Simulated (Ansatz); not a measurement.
# CH₅Al (triplet): wave-function methods side by side at distance Al1–H4 along a hydrogen transfer = 1.916 Å, cc-pVDZ

Aim: climb from Hartree-Fock through coupled cluster and multireference methods for CH₅Al (triplet) at one geometry and basis, and see what each rung misses.

Method: cc-pVDZ, core rule «outside noble gas», up to 6 orbitals frozen; program: Ansatz 0.2.0, Gaussian basis.

Plan: UHF; CCSD(T) on ROHF; CCSD(T) on UHF; BCCD(T) on ROHF; CISD; CCSDT(Q) on ROHF; CCSDT(Q) on UHF; CASSCF and NEVPT2, 4 electrons in 4 orbitals.

10 further runs of the same task are left out: 1 for a mislabelled method, 7 that didn't finish, 2 set aside as unsound or not needed.

### 1 The geometry

The geometry derives from fragments relaxed apart (PBE0/def2-TZVP) and kept rigid, so it is no stationary point. A hydrogen atom is moved between rigid fragments.

7 atoms, charge 0, spin multiplicity 3.

Atoms are counted from 1 here; the program's logs count them from 0.

Bond lengths: Al1–H2 1.586 Å, Al1–H3 1.586 Å, Al1–H4 1.916 Å, C5–H6 1.079 Å, C5–H7 1.079 Å. Angles: H2–Al1–H3 120.0°, H2–Al1–H4 120.0°, H3–Al1–H4 120.0°, H6–C5–H7 134.8°.

### 2 UHF

Input file in.yaml:

```yaml
crystal:
  periodic: [false, false, false]
  atoms:
    - {symbol: Al, position_ang: [-1.124591, 0.000000, 0.000000]}
    - {symbol: H, position_ang: [-1.917514, 1.373384, 0.000000]}
    - {symbol: H, position_ang: [-1.917514, -1.373384, 0.000000]}
    - {symbol: H, position_ang: [0.791409, 0.000000, 0.000000]}
    - {symbol: C, position_ang: [2.322409, 0.000000, 0.000000]}
    - {symbol: H, position_ang: [2.736877, 0.000000, 0.996161]}
    - {symbol: H, position_ang: [2.736877, 0.000000, -0.996161]}
basis:
  gaussian: {orbitals: cc-pVDZ}
magnetization: {spin_polarized: true, initial_magnetization: 2}
hamiltonian: {xc: hf}
output: {orbitals: {seedname: orbitals}}
```

Command:

```sh
$ ansatz run in.yaml --threads 1 --pin off --events-out ev --progress --plain --max-ram 2393MiB
```

After this run come: CCSD(T) on ROHF; CCSD(T) on UHF; BCCD(T) on ROHF; CISD; CCSDT(Q) on ROHF; CCSDT(Q) on UHF; CASSCF and NEVPT2, 4 electrons in 4 orbitals.

Q: Predict the results of all the runs planned. Wanted: UCCSDT(Q) below the RHF energy; RMP2 from UCCSDT(Q); UMP2 from UCCSDT(Q); RCCSD from UCCSDT(Q); RCCSD(T) from UCCSDT(Q); UCCSD(T) from UCCSDT(Q); RCCSDT(Q) from UCCSDT(Q); NEVPT2 pair from UCCSDT(Q); T1 diagnostic.

As calculated:

| quantity | value |
| --- | --- |
| UCCSDT(Q) below the RHF energy | -6.8413 eV |
| RMP2 from UCCSDT(Q) | +31.64 kcal/mol |
| UMP2 from UCCSDT(Q) | +32.75 kcal/mol |
| RCCSD from UCCSDT(Q) | +4.01 kcal/mol |
| RCCSD(T) from UCCSDT(Q) | +0.85 kcal/mol |
| UCCSD(T) from UCCSDT(Q) | +0.88 kcal/mol |
| RCCSDT(Q) from UCCSDT(Q) | +0.02 kcal/mol |
| NEVPT2 pair from UCCSDT(Q) | +30.20 kcal/mol |
| levels within 1 kcal/mol (43 meV) | RCCSD(T), UCCSD(T), BCCD(T), RCCSDT, UCCSDT, RCCSDT(Q) |
| T1 diagnostic | 0.030 |

RCCSD(T) misses by +0.85 kcal/mol, 0.5 % of the correlation energy. These misses are within one basis, not against nature; the frozen cores of restricted and unrestricted runs differ, which can shift their rows.
